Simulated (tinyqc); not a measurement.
Inside a calculation. Method: Pariser-Parr-Pople SCF with singles CI, for the molecule [CH2+]C=CF (SMILES; centres numbered as the heavy atoms are written). One step of it, computed by the program tinyqc.

Problem. PPP integrals. Mataga-Nishimoto: gamma = 14.399645/(R + a), a = 2 x 14.399645/(gamma_rr + gamma_ss); H_rr = -W_r - sum_(s != r) z_s gamma_rs; H_rs = beta for bonds.

Centres (angstrom, eV; a flat drawing with bonds scaled to 1.40 angstrom):
```
centre          x          y  core charge z          W   gamma_rr
1C      -1.848000  -0.127000              1  11.900000  10.960000
2C      -0.559000   0.421000              1  11.900000  10.960000
3C       0.559000  -0.421000              1  11.900000  10.960000
4F       1.848000   0.127000              2  41.840000  21.460000
```

Resonance integrals (eV):
```
i  j       beta
1  2  -2.390000
2  3  -2.390000
3  4  -1.990000
```

Give: repulsion gamma_rs; core matrix H.

Solution.

repulsion gamma_rs (eV), order 1C, 2C, 3C, 4F:
```
[[10.9600, 5.3047, 3.8515, 3.1351],
 [5.3047, 10.9600, 5.3068, 4.3461],
 [3.8515, 5.3068, 10.9600, 6.2909],
 [3.1351, 4.3461, 6.2909, 21.4600]]
```

core matrix H (eV), order 1C, 2C, 3C, 4F:
```
[[-27.3264, -2.3900, 0.0000, 0.0000],
 [-2.3900, -31.2038, -2.3900, 0.0000],
 [0.0000, -2.3900, -33.6400, -1.9900],
 [0.0000, 0.0000, -1.9900, -55.6121]]
```
